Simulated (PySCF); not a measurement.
**Bond curve of BH**

Set-up: basis B cc-pVDZ, H cc-pVDZ; no relativity; PySCF 2.14. Energies in eV from B + H in their ground configurations at the same level. All curves are PBE0. state 1: ¹Σ⁺ (singlet), closed shell; state 2: ³Π (triplet), unpaired electrons σ ↑, π ↑, a second solution, started from another occupation; state 3: Ms = 0 determinant of mixed spin (⟨S²⟩ near 1.0), unpaired electrons σ ↑, π ↓, a second solution, started from another occupation.

```
R (Å)  state 1  state 2  state 3
1.084   -3.044   -2.305   -1.600
1.134   -3.251   -2.457   -1.765
1.184   -3.372   -2.523   -1.845
1.222   -3.418   -2.527   -1.860
1.260   -3.431   -2.500   -1.844
1.298   -3.419   -2.447   -1.805
1.348   -3.369   -2.346   -1.723
1.411   -3.267   -2.182   -1.587
1.487   -3.101   -1.951   -1.396
1.588   -2.835   -1.617   -1.126
```

Task: Put a parabola through the three lowest points of the state 1 curve and estimate Re, k and ωe (reduced mass 0.9233 u; 1 eV/Å² = 0.16022 mdyn/Å; ωe = 1302.8·√(k/μ) cm⁻¹).

Result: Through R = 1.222, 1.26, 1.298 Å the second-order coefficient is 8.66 eV/Å², so Re ≈ 1.261 Å, k ≈ 2.77 mdyn/Å and ωe ≈ 2258 cm⁻¹. A polynomial fit of higher order to the unrounded PBE0 energies gives Re = 1.260 Å, k = 2.93 mdyn/Å, ωe = 2323 cm⁻¹; anharmonicity and rounding make the difference.

The higher-order fit for each curve: state 1: Re = 1.260 Å, ωe = 2323 cm⁻¹, De = 3.43 eV; state 2: Re = 1.207 Å, ωe = 2633 cm⁻¹, minimum 2.53 eV below the ground-state fragments; state 3: Re = 1.221 Å, ωe = 2502 cm⁻¹, minimum 1.86 eV below the ground-state fragments.
